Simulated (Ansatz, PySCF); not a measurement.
Pair of molecules: CH4 (SMILES C) (first 5 atoms) with BH3 (SMILES B); geometry from A24 set.
(charge 0, multiplicity 1):
| atom | x (Å) | y (Å) | z (Å) |
|---|---|---|---|
| C | 0.0035 | 0.0000 | 1.3805 |
| H | 0.8485 | 0.0000 | 0.6896 |
| H | 0.3951 | 0.0000 | 2.3958 |
| H | -0.6027 | -0.8899 | 1.2248 |
| H | -0.6027 | 0.8899 | 1.2248 |
| B | -0.0056 | 0.0000 | -1.5989 |
| H | 0.5846 | -1.0305 | -1.6795 |
| H | 0.5846 | 1.0305 | -1.6795 |
| H | -1.1890 | 0.0000 | -1.4768 |

Basis-set superposition error: the interaction energy with monomers in their own basis, and in the dimer's basis (counterpoise).

Programs: Ansatz (a program for electronic structure); PySCF for 6-31G* rows. Each number belongs to the level named beside it.

```
level                uncorrected (kcal/mol)  counterpoise (kcal/mol)  difference
-------------------  ----------------------  -----------------------  ----------
revPBE/def2-TZVPPD                     0.50                     0.53        0.03
r2SCAN/def2-TZVPPD                    -1.71                    -1.68        0.02
B97M-V/def2-TZVPPD                    -1.80                    -1.77        0.02
B3LYP/6-31G*                          -0.27                     0.04        0.31
BHLYP/def2-TZVPPD                     -0.28                    -0.26        0.02
wB97X-V/def2-TZVPPD                   -1.46                    -1.43        0.03
B2PLYP/def2-TZVPPD                    -0.58                    -0.49        0.09
MP2/6-31G*                            -0.57                     0.11        0.68
CCSD/aug-cc-pVDZ                      -1.42                    -0.64        0.78
CCSD(T)/aug-cc-pVTZ                   -1.61                    -1.36        0.24
```

The error is largest for CCSD/aug-cc-pVDZ (0.78 kcal/mol) and smallest for BHLYP/def2-TZVPPD (0.02 kcal/mol).
